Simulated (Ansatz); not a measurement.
## Molecular dynamics of CH$_{6}$Si

The input (input.yaml):

```yaml
crystal:
  periodic: [false, false, false]
  atoms:
    - { symbol: Si, position_ang: [-0.016542, 0.00954, -0.00397] }
    - { symbol: H, position_ang: [-0.129596, -0.382486, 1.422137] }
    - { symbol: H, position_ang: [1.515975, 0.102848, -0.120687] }
    - { symbol: C, position_ang: [-0.852477, 1.54021, -0.616354] }
    - { symbol: H, position_ang: [-2.093856, 1.552869, -0.539843] }
    - { symbol: H, position_ang: [-0.511022, 2.511535, -0.064703] }
    - { symbol: H, position_ang: [-0.876948, 1.550209, -1.785158] }
    - { symbol: H, position_ang: [-0.336722, -1.327026, -0.681771] }
basis:
  gaussian: { orbitals: def2-TZVP }
hamiltonian:
  xc: b3lyp
md:
  timestep: 0.5
  n_steps: 100
  ensemble: nve
  temperature: 2000.0
  initial_velocities: maxwell_boltzmann
  seed: 166869
  masses: [{ species: H, mass: 3.016 }]
```

Launched with:

```bash
$ ansatz run input.yaml --threads 2 --pin off --max-ram 3072MiB --backend cpu --events-out ev --progress --plain --runs-dir out
```

It goes on from the last frame of an earlier run, with new velocities.

Output, in part (one step line in 2, the closing report, with atoms numbered from 0):

```
md step     0: t =     0.00 fs  T =  2000.0 K  F+E_penalty+E_count = -9013.22952629 eV  E_kin = 1.551120 eV  conserved = -9011.67840630 eV  (23 SCF iters)
md step     2: t =     1.00 fs  T =  2052.3 K  F+E_penalty+E_count = -9013.26991276 eV  E_kin = 1.591654 eV  conserved = -9011.67825857 eV  (28 SCF iters)
md step     4: t =     2.00 fs  T =  2107.1 K  F+E_penalty+E_count = -9013.31249151 eV  E_kin = 1.634165 eV  conserved = -9011.67832651 eV  (28 SCF iters)
md step     6: t =     3.00 fs  T =  2157.5 K  F+E_penalty+E_count = -9013.35182592 eV  E_kin = 1.673232 eV  conserved = -9011.67859366 eV  (29 SCF iters)
md step     8: t =     4.00 fs  T =  2181.5 K  F+E_penalty+E_count = -9013.37087243 eV  E_kin = 1.691903 eV  conserved = -9011.67896903 eV  (29 SCF iters)
md step    10: t =     5.00 fs  T =  2149.7 K  F+E_penalty+E_count = -9013.34653940 eV  E_kin = 1.667225 eV  conserved = -9011.67931454 eV  (29 SCF iters)
md step    12: t =     6.00 fs  T =  2035.7 K  F+E_penalty+E_count = -9013.25825235 eV  E_kin = 1.578784 eV  conserved = -9011.67946841 eV  (29 SCF iters)
md step    14: t =     7.00 fs  T =  1829.6 K  F+E_penalty+E_count = -9013.09818244 eV  E_kin = 1.418942 eV  conserved = -9011.67924087 eV  (29 SCF iters)
md step    16: t =     8.00 fs  T =  1552.8 K  F+E_penalty+E_count = -9012.88275710 eV  E_kin = 1.204283 eV  conserved = -9011.67847399 eV  (26 SCF iters)
md step    18: t =     9.00 fs  T =  1267.8 K  F+E_penalty+E_count = -9012.66054331 eV  E_kin = 0.983218 eV  conserved = -9011.67732535 eV  (29 SCF iters)
md step    20: t =    10.00 fs  T =  1062.6 K  F+E_penalty+E_count = -9012.50056116 eV  E_kin = 0.824081 eV  conserved = -9011.67647986 eV  (29 SCF iters)
md step    22: t =    11.00 fs  T =  1000.1 K  F+E_penalty+E_count = -9012.45227792 eV  E_kin = 0.775664 eV  conserved = -9011.67661411 eV  (29 SCF iters)
md step    24: t =    12.00 fs  T =  1070.9 K  F+E_penalty+E_count = -9012.50810593 eV  E_kin = 0.830539 eV  conserved = -9011.67756709 eV  (29 SCF iters)
md step    26: t =    13.00 fs  T =  1203.3 K  F+E_penalty+E_count = -9012.61177924 eV  E_kin = 0.933224 eV  conserved = -9011.67855489 eV  (28 SCF iters)
md step    28: t =    14.00 fs  T =  1319.2 K  F+E_penalty+E_count = -9012.70218805 eV  E_kin = 1.023128 eV  conserved = -9011.67906019 eV  (29 SCF iters)
md step    30: t =    15.00 fs  T =  1374.8 K  F+E_penalty+E_count = -9012.74536613 eV  E_kin = 1.066271 eV  conserved = -9011.67909490 eV  (29 SCF iters)
md step    32: t =    16.00 fs  T =  1364.4 K  F+E_penalty+E_count = -9012.73703788 eV  E_kin = 1.058178 eV  conserved = -9011.67885957 eV  (29 SCF iters)
md step    34: t =    17.00 fs  T =  1307.0 K  F+E_penalty+E_count = -9012.69213672 eV  E_kin = 1.013670 eV  conserved = -9011.67846678 eV  (25 SCF iters)
md step    36: t =    18.00 fs  T =  1237.0 K  F+E_penalty+E_count = -9012.63732264 eV  E_kin = 0.959379 eV  conserved = -9011.67794364 eV  (28 SCF iters)
md step    38: t =    19.00 fs  T =  1199.2 K  F+E_penalty+E_count = -9012.60743581 eV  E_kin = 0.930045 eV  conserved = -9011.67739108 eV  (29 SCF iters)
md step    40: t =    20.00 fs  T =  1238.7 K  F+E_penalty+E_count = -9012.63773297 eV  E_kin = 0.960652 eV  conserved = -9011.67708058 eV  (29 SCF iters)
md step    42: t =    21.00 fs  T =  1379.7 K  F+E_penalty+E_count = -9012.74732719 eV  E_kin = 1.070020 eV  conserved = -9011.67730703 eV  (28 SCF iters)
md step    44: t =    22.00 fs  T =  1604.5 K  F+E_penalty+E_count = -9012.92251069 eV  E_kin = 1.244417 eV  conserved = -9011.67809400 eV  (29 SCF iters)
md step    46: t =    23.00 fs  T =  1852.6 K  F+E_penalty+E_count = -9013.11590569 eV  E_kin = 1.436793 eV  conserved = -9011.67911291 eV  (29 SCF iters)
md step    48: t =    24.00 fs  T =  2044.8 K  F+E_penalty+E_count = -9013.26576258 eV  E_kin = 1.585844 eV  conserved = -9011.67991821 eV  (28 SCF iters)
md step    50: t =    25.00 fs  T =  2117.7 K  F+E_penalty+E_count = -9013.32259396 eV  E_kin = 1.642384 eV  conserved = -9011.68020961 eV  (29 SCF iters)
md step    52: t =    26.00 fs  T =  2047.4 K  F+E_penalty+E_count = -9013.26780261 eV  E_kin = 1.587870 eV  conserved = -9011.67993292 eV  (25 SCF iters)
md step    54: t =    27.00 fs  T =  1854.4 K  F+E_penalty+E_count = -9013.11743045 eV  E_kin = 1.438170 eV  conserved = -9011.67926054 eV  (29 SCF iters)
md step    56: t =    28.00 fs  T =  1590.7 K  F+E_penalty+E_count = -9012.91213639 eV  E_kin = 1.233677 eV  conserved = -9011.67845978 eV  (29 SCF iters)
md step    58: t =    29.00 fs  T =  1319.7 K  F+E_penalty+E_count = -9012.70125942 eV  E_kin = 1.023525 eV  conserved = -9011.67773419 eV  (29 SCF iters)
md step    60: t =    30.00 fs  T =  1099.0 K  F+E_penalty+E_count = -9012.52962072 eV  E_kin = 0.852375 eV  conserved = -9011.67724534 eV  (29 SCF iters)
md step    62: t =    31.00 fs  T =   966.4 K  F+E_penalty+E_count = -9012.42668432 eV  E_kin = 0.749524 eV  conserved = -9011.67716005 eV  (29 SCF iters)
md step    64: t =    32.00 fs  T =   927.9 K  F+E_penalty+E_count = -9012.39707903 eV  E_kin = 0.719621 eV  conserved = -9011.67745796 eV  (28 SCF iters)
md step    66: t =    33.00 fs  T =   959.9 K  F+E_penalty+E_count = -9012.42234062 eV  E_kin = 0.744481 eV  conserved = -9011.67785980 eV  (28 SCF iters)
md step    68: t =    34.00 fs  T =  1030.1 K  F+E_penalty+E_count = -9012.47696872 eV  E_kin = 0.798872 eV  conserved = -9011.67809715 eV  (28 SCF iters)
md step    70: t =    35.00 fs  T =  1117.0 K  F+E_penalty+E_count = -9012.54439795 eV  E_kin = 0.866281 eV  conserved = -9011.67811666 eV  (26 SCF iters)
md step    72: t =    36.00 fs  T =  1216.0 K  F+E_penalty+E_count = -9012.62108182 eV  E_kin = 0.943061 eV  conserved = -9011.67802043 eV  (28 SCF iters)
md step    74: t =    37.00 fs  T =  1332.1 K  F+E_penalty+E_count = -9012.71106181 eV  E_kin = 1.033126 eV  conserved = -9011.67793599 eV  (29 SCF iters)
md step    76: t =    38.00 fs  T =  1470.4 K  F+E_penalty+E_count = -9012.81836107 eV  E_kin = 1.140406 eV  conserved = -9011.67795464 eV  (28 SCF iters)
md step    78: t =    39.00 fs  T =  1628.7 K  F+E_penalty+E_count = -9012.94127774 eV  E_kin = 1.263154 eV  conserved = -9011.67812360 eV  (29 SCF iters)
md step    80: t =    40.00 fs  T =  1793.5 K  F+E_penalty+E_count = -9013.06942938 eV  E_kin = 1.390983 eV  conserved = -9011.67844661 eV  (29 SCF iters)
md step    82: t =    41.00 fs  T =  1940.3 K  F+E_penalty+E_count = -9013.18370989 eV  E_kin = 1.504840 eV  conserved = -9011.67886953 eV  (28 SCF iters)
md step    84: t =    42.00 fs  T =  2038.1 K  F+E_penalty+E_count = -9013.25991304 eV  E_kin = 1.580648 eV  conserved = -9011.67926509 eV  (29 SCF iters)
md step    86: t =    43.00 fs  T =  2059.3 K  F+E_penalty+E_count = -9013.27658430 eV  E_kin = 1.597125 eV  conserved = -9011.67945953 eV  (28 SCF iters)
md step    88: t =    44.00 fs  T =  1993.1 K  F+E_penalty+E_count = -9013.22506940 eV  E_kin = 1.545734 eV  conserved = -9011.67933541 eV  (28 SCF iters)
md step    90: t =    45.00 fs  T =  1852.4 K  F+E_penalty+E_count = -9013.11563396 eV  E_kin = 1.436686 eV  conserved = -9011.67894845 eV  (29 SCF iters)
md step    92: t =    46.00 fs  T =  1669.9 K  F+E_penalty+E_count = -9012.97361103 eV  E_kin = 1.295123 eV  conserved = -9011.67848755 eV  (29 SCF iters)
md step    94: t =    47.00 fs  T =  1483.2 K  F+E_penalty+E_count = -9012.82837773 eV  E_kin = 1.150300 eV  conserved = -9011.67807749 eV  (28 SCF iters)
md step    96: t =    48.00 fs  T =  1325.3 K  F+E_penalty+E_count = -9012.70560330 eV  E_kin = 1.027861 eV  conserved = -9011.67774230 eV  (29 SCF iters)
md step    98: t =    49.00 fs  T =  1221.0 K  F+E_penalty+E_count = -9012.62452812 eV  E_kin = 0.946927 eV  conserved = -9011.67760072 eV  (29 SCF iters)
md step   100: t =    50.00 fs  T =  1177.6 K  F+E_penalty+E_count = -9012.59108275 eV  E_kin = 0.913272 eV  conserved = -9011.67781052 eV  (26 SCF iters)
Total energy: -9012.59132349 eV, -331.2066221845 hartree
Atom 0 at    -0.008702    -0.002170    -0.047522 Å, force     1.869816     1.626690     1.890912 eV/Å
Atom 1 at    -0.227599    -0.320397     1.348497 Å, force    -1.119189    -0.201369     0.686641 eV/Å
Atom 2 at     1.453956     0.092615     0.317455 Å, force     0.030033     0.351312    -1.006410 eV/Å
Atom 3 at    -0.972098     1.501892    -0.635413 Å, force     4.154969     0.806241    -1.899205 eV/Å
Atom 4 at    -1.687164     1.617290     0.090621 Å, force    -3.466979    -0.285314     0.250427 eV/Å
Atom 5 at    -0.555411     2.511800    -0.499024 Å, force     1.147841    -0.336224     0.554736 eV/Å
Atom 6 at    -0.828678     1.528831    -1.752462 Å, force    -2.162490    -0.476056     0.826584 eV/Å
Atom 7 at    -0.183895    -1.160547    -0.793655 Å, force    -0.454002    -1.485279    -1.303684 eV/Å
Dipole moment:    -0.140605     0.198164    -0.158172 e Å
```

The run went to its last step. The conserved energy stayed within 0.25 meV per atom of its start (net change 0.074 meV per atom), so the integration is sound. A run of 0.05 ps of so small a system gives no equilibrium averages.

The same pairs are bonded in the first frame and the last. Pairs count as bonded within 1.25 times the sum of covalent radii (0.12 Å more for H–H).

Last frame:

```xyz
8
Properties=species:S:1:pos:R:3
Si -0.009 -0.002 -0.048
H -0.228 -0.320 1.349
H 1.454 0.093 0.318
C -0.972 1.502 -0.635
H -1.687 1.617 0.091
H -0.555 2.512 -0.499
H -0.829 1.529 -1.752
H -0.184 -1.161 -0.794
```

The run took 2.3 min on 2 threads of Intel(R) Xeon(R) Platinum 8259CL CPU @ 2.50GHz (Skylake/Cascade Lake), with other jobs on the host, peak memory 0.2 GiB.
